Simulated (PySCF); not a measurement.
Molecule (SMILES): FB(F)F.
Geometry (B3LYP-D3(BJ)/def2-TZVP, fixed):
```xyz
4

B      0.0000     0.0000     0.0000
F      0.0168     1.3152     0.0316
F      1.1308    -0.6724    -0.0050
F     -1.1476    -0.6428    -0.0266
```

Basis-set convergence of the mean static polarisability at HF with PySCF. All functions are spherical. Density fitting with generated auxiliary sets. No added dispersion term, no relativity. Reference: the value in d-aug-cc-pVTZ, 13.78 bohr³, itself unsure by roughly 0.5 % (its mean distance from aug-cc-pVQZ, aug-pcseg-2, aug-cc-pVTZ).

| basis | functions | mean static polarisability (bohr³) |
|---|---|---|
| STO-3G | 20 | ? |
| pcseg-1 | 56 | ? |
| 6-31+G* | 72 | ? |
| def2-SVPD | 89 | ? |
| aug-cc-pVDZ | 92 | 13.34 |
| pcseg-2 | 120 | 11.90 |
| aug-cc-pVTZ | 184 | 13.69 |
| cc-pVQZ | 220 | 12.90 |
| d-aug-cc-pVTZ | 248 | 13.78 |

Task: Some entries are withheld; supply them.

Result: 
- STO-3G, mean static polarisability (bohr³): 5.17
- pcseg-1, mean static polarisability (bohr³): 9.73
- 6-31+G*, mean static polarisability (bohr³): 11.73
- def2-SVPD, mean static polarisability (bohr³): 13.45
